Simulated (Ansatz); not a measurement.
Basis sets compared for P₃ (the lowest doublet isomer of a short search). The state is a doublet with charge 0. Geometry PBE0-D4/def2-TZVP. Ansatz on 4 threads of Intel Xeon on a shared host; times are rough, and most runs start from earlier orbitals.

Cartesian coordinates in Å:
```
P 0.1873 -0.1623 1.1348
P 0.9247 0.5232 -0.6716
P -1.1119 -0.3609 -0.4632
```

The structure comes from a short search, and lower isomers may exist.

Binding counts from free atoms (P quartet) in the same basis, without a counterpoise term.

| level | functions | energy (Eh) | HOMO (eV) | LUMO (eV) | binding per atom (eV) | wall time |
| --- | --- | --- | --- | --- | --- | --- |
| PBE-D4/def2-SVP | 54 | -1023.2550 | -4.67 | -4.07 | 2.64 | 1.1 s |
| PBE-D4/def2-TZVP (with forces) | 111 | -1023.6137 | -4.70 | -4.10 | 2.76 | 2.3 s |
| r2SCAN-D4/def2-TZVP | 111 | -1023.9953 | -5.04 | -4.04 | 2.55 | 6 s |
| PBE0-D4/def2-SVP | 54 | -1023.3319 | -5.77 | -3.33 | 2.42 | 1.1 s |
| PBE0-D4/def2-TZVP | 111 | -1023.6887 | -5.73 | -3.31 | 2.57 | 8 s |

Q: Estimate the rows for PBE-D4/def2-TZVPD, r2SCAN-D4/def2-TZVPD, PBE0-D4/def2-TZVPD.

A: 
| level | functions | energy (Eh) | HOMO (eV) | LUMO (eV) | binding per atom (eV) | wall time |
| --- | --- | --- | --- | --- | --- | --- |
| PBE-D4/def2-TZVPD | 129 | -1023.6153 | -4.75 | -4.14 | 2.77 | 3 s |
| r2SCAN-D4/def2-TZVPD | 129 | -1023.9965 | -5.07 | -4.07 | 2.56 | 5.5 s |
| PBE0-D4/def2-TZVPD | 129 | -1023.6900 | -5.76 | -3.35 | 2.58 | 3.5 s |
